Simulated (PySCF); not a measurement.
A geometry optimisation, step by step.

Species: Cc-HOCH2CO radical, C2H3O2 (doublet state).
Atom-mapped SMILES: `[O:1]=[C:2][CH2:3][OH:4]` (hydrogens: H5, H6 on C3; H7 on O4)
Bond orders are those of one Lewis drawing.

Method: PySCF, PBE0-D3(BJ)/def2-SVP geometry optimisation, gas phase; unrestricted, density fitting, grid level 1; the optimiser is geomeTRIC in internal coordinates, started from a GFN2-xTB structure with every atom displaced at random (about 0.01 Å). The frame can shift and turn from step to step; on so coarse a grid that alone can change the energy by a few meV, and forces under 0.02 eV/Å are noise.

Step 0: E = -6203.2246 eV, largest atomic force 3.609 eV/Å
```
atom  x, y, z in Å  |  force x, y, z in eV/Å
O1      1.741   -0.991    0.307   -1.960   2.990  -0.494
C2      1.211    0.097    0.158    2.067  -2.353   0.512
C3     -0.217    0.496   -0.102    0.518  -0.743   0.375
O4     -1.022   -0.554   -0.453   -0.871  -0.817  -0.326
H5     -0.230    1.211   -0.926    0.088   0.385  -0.134
H6     -0.539    1.015    0.819    0.028   0.256   0.098
H7     -0.910   -1.304    0.148    0.130   0.281  -0.030
```

Step 1: E = -6203.2950 eV, largest atomic force 0.656 eV/Å
```
atom  x, y, z in Å  |  force x, y, z in eV/Å
O1      1.463   -1.110    0.273    0.615   0.162   0.161
C2      1.252    0.048    0.170   -0.434  -0.431  -0.069
C3     -0.175    0.524   -0.099   -0.011  -0.120  -0.019
O4     -0.991   -0.535   -0.459   -0.320   0.167  -0.069
H5     -0.173    1.257   -0.917    0.047   0.102   0.005
H6     -0.494    1.051    0.824    0.026   0.080   0.007
H7     -0.848   -1.264    0.157    0.077   0.040  -0.016
```

Step 2: E = -6203.3479 eV, largest atomic force 0.351 eV/Å
```
atom  x, y, z in Å  |  force x, y, z in eV/Å
O1      1.595   -1.087    0.311   -0.065   0.182  -0.029
C2      1.252    0.032    0.157   -0.348  -0.015  -0.039
C3     -0.187    0.502   -0.102    0.314  -0.121  -0.022
O4     -1.058   -0.513   -0.463   -0.008  -0.046   0.036
H5     -0.174    1.248   -0.910    0.084   0.036   0.021
H6     -0.478    1.044    0.822    0.033   0.010   0.032
H7     -0.916   -1.256    0.135   -0.011  -0.045   0.001
```

Step 3: E = -6203.3530 eV, largest atomic force 0.215 eV/Å
```
atom  x, y, z in Å  |  force x, y, z in eV/Å
O1      1.591   -1.079    0.311    0.025  -0.066   0.004
C2      1.240    0.036    0.155   -0.184   0.109  -0.022
C3     -0.187    0.499   -0.104    0.197  -0.079   0.023
O4     -1.061   -0.516   -0.461   -0.023   0.017   0.002
H5     -0.161    1.251   -0.908   -0.017  -0.004   0.001
H6     -0.470    1.043    0.823   -0.015   0.015   0.000
H7     -0.919   -1.263    0.134    0.017   0.007  -0.009
```

Step 4: E = -6203.3541 eV, largest atomic force 0.061 eV/Å
```
atom  x, y, z in Å  |  force x, y, z in eV/Å
O1      1.588   -1.079    0.311    0.018  -0.041   0.001
C2      1.234    0.036    0.156   -0.026   0.035   0.007
C3     -0.185    0.498   -0.103    0.060   0.005   0.009
O4     -1.062   -0.515   -0.460   -0.032  -0.007   0.004
H5     -0.158    1.250   -0.907   -0.013   0.004  -0.003
H6     -0.468    1.044    0.823   -0.014   0.012  -0.008
H7     -0.915   -1.263    0.130    0.007  -0.007  -0.011
```

Step 5: E = -6203.3543 eV, largest atomic force 0.022 eV/Å
```
atom  x, y, z in Å  |  force x, y, z in eV/Å
O1      1.587   -1.080    0.312    0.000   0.001  -0.004
C2      1.232    0.035    0.159    0.016  -0.009   0.012
C3     -0.184    0.498   -0.103   -0.002   0.009   0.006
O4     -1.063   -0.513   -0.459   -0.019  -0.002   0.004
H5     -0.158    1.250   -0.907    0.001  -0.001  -0.003
H6     -0.469    1.046    0.822   -0.005   0.003  -0.006
H7     -0.912   -1.265    0.126    0.010  -0.002  -0.009
```

**Question.** Summarise the path.

**Answer.** The energy falls by 12.51 kJ/mol from step 0 to step 5; nine tenths of that is first reached at step 2. It falls at every step. The largest force goes from 3.609 to 0.022 eV/Å. Among the bonds O1=C2 changes most, from 1.220 to 1.180 Å; the atoms move by 0.048 Å rms after alignment.

**Question.** Follow the three bonds and two angles with the largest change from start to end.

**Answer.** 
| step | E above end (kJ/mol) | largest force (eV/Å) | O1=C2 (Å) | C3–O4 (Å) | C3–H5 (Å) | O1–C2–C3 (°) | C3–O4–H7 (°) |
| --- | --- | --- | --- | --- | --- | --- | --- |
| 0 | 12.51 | 3.609 | 1.220 | 1.369 | 1.091 | 132.0 | 111.5 |
| 1 | 5.72 | 0.656 | 1.181 | 1.384 | 1.099 | 119.2 | 108.9 |
| 2 | 0.62 | 0.351 | 1.181 | 1.385 | 1.101 | 125.7 | 108.1 |
| 3 | 0.12 | 0.215 | 1.179 | 1.386 | 1.101 | 126.0 | 108.4 |
| 4 | 0.02 | 0.061 | 1.180 | 1.386 | 1.101 | 126.3 | 108.2 |
| 5 | 0.00 | 0.022 | 1.180 | 1.387 | 1.101 | 126.3 | 108.2 |

The cost below is that of the whole optimisation. Hardware: an Intel Xeon Platinum 8259CL at 2.50 GHz with one thread, no GPU (shared host). Cost: 17 s wall, 0.31 GiB resident at most.
